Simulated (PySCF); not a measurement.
C2H4O2. Atoms are numbered in the order given.

```xyz
8

C      0.1102     1.3882     0.0000
C     -0.1217    -0.0929     0.0000
O      1.0342    -0.7763     0.0000
O     -1.1928    -0.6381     0.0000
H     -0.8517     1.9116     0.0000
H      0.6981     1.6736     0.8847
H      0.6981     1.6736    -0.8847
H      0.7932    -1.7155     0.0000
```
Charge 0, spin multiplicity 1.

Geometry optimised at PBE0-D3(BJ)/def2-SVP. One conformer was computed; it need not be the lowest.

Computed with PBE0-D3(BJ)/def2-SVP (PySCF).

Harmonic, unscaled wavenumbers; measured fundamentals usually lie a few per cent lower.

Computed vibrational spectrum:
```
mode  ν (cm⁻¹)  IR (km/mol)  Raman (Å⁴/amu)  depolarisation  moving atoms (share of kinetic energy)
----  --------  -----------  --------------  --------------  --------------------------------------
1           80          0.9             0.0               –                                  H 92 %
2          427          4.1             0.3            0.75                  O 44 %, H 32 %, C 25 %
3          549         21.5             3.6            0.75                          H 61 %, C 35 %
4          601         46.5             3.3            0.75                  O 56 %, C 25 %, H 19 %
5          690        101.9             1.4            0.75                  H 69 %, O 16 %, C 14 %
6          895          4.3             8.8            0.10                  C 39 %, O 35 %, H 26 %
7          995         33.4             0.8            0.71                  H 61 %, C 24 %, O 15 %
8         1056         13.1             0.2            0.75                          C 49 %, H 48 %
9         1231        202.9             2.4            0.54                  H 53 %, O 36 %, C 11 %
10        1337         11.5             4.2            0.69                          H 71 %, C 25 %
11        1427        114.3             3.6            0.45                          H 48 %, C 46 %
12        1441         40.7            12.0            0.74                          H 77 %, C 21 %
13        1446         11.8            12.7            0.75                                  H 96 %
14        1906        327.8             5.2            0.35                          C 64 %, O 33 %
15        3080          0.4           123.6            0.01                                  H 97 %
16        3171          0.8            65.2            0.75                           H 91 %, C 9 %
17        3221          1.0            54.0            0.73                          H 90 %, C 10 %
18        3809         75.7            95.1            0.29                                  H 94 %
```
